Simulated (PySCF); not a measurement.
Rows and methods have been separated. Pair them.

Species: 2,2-difluoropropane, C₃H₆F₂.
SMILES with atom numbers: `[CH3:1][C:2]([CH3:3])([F:4])[F:5]` (hydrogens: H6, H7, H8 on C1; H9, H10, H11 on C3)

The closed-shell ground state was solved 7 times with PySCF (density fitting, gas phase), always with PBE0, in these basis sets: 6-31+G*, aug-cc-pVDZ, cc-pVTZ, def2-SVP, def2-SVPD, pcSseg-0 and pcSseg-2. Geometry: PBE0-D3(BJ)/def2-SVP; no solvent, vibrations or thermal averaging.

| row | total energy (Eh) | HOMO (eV) | LUMO (eV) | dipole (D) |
| --- | --- | --- | --- | --- |
| P | -317.4315 | -9.48 | 0.58 | 2.34 |
| Q | -317.0605 | -9.30 | 1.84 | 2.20 |
| R | -317.4176 | -9.38 | 1.23 | 2.19 |
| S | -316.5659 | -9.37 | 2.15 | 2.50 |
| T | -317.0833 | -9.58 | 0.64 | 2.38 |
| U | -317.3400 | -9.47 | -0.10 | 2.33 |
| V | -317.3104 | -9.50 | 0.46 | 2.42 |

**Question.** Which basis belongs to which row?

**Answer.** P = pcSseg-2, Q = def2-SVP, R = cc-pVTZ, S = pcSseg-0, T = def2-SVPD, U = aug-cc-pVDZ, V = 6-31+G*. From the lowest total energy up: pcSseg-2 (264 functions) 0 eV; cc-pVTZ (234 functions) +0.38 eV; aug-cc-pVDZ (169 functions) +2.49 eV; 6-31+G* (102 functions) +3.30 eV; def2-SVPD (154 functions) +9.47 eV; def2-SVP (100 functions) +10.10 eV; pcSseg-0 (57 functions) +23.55 eV.
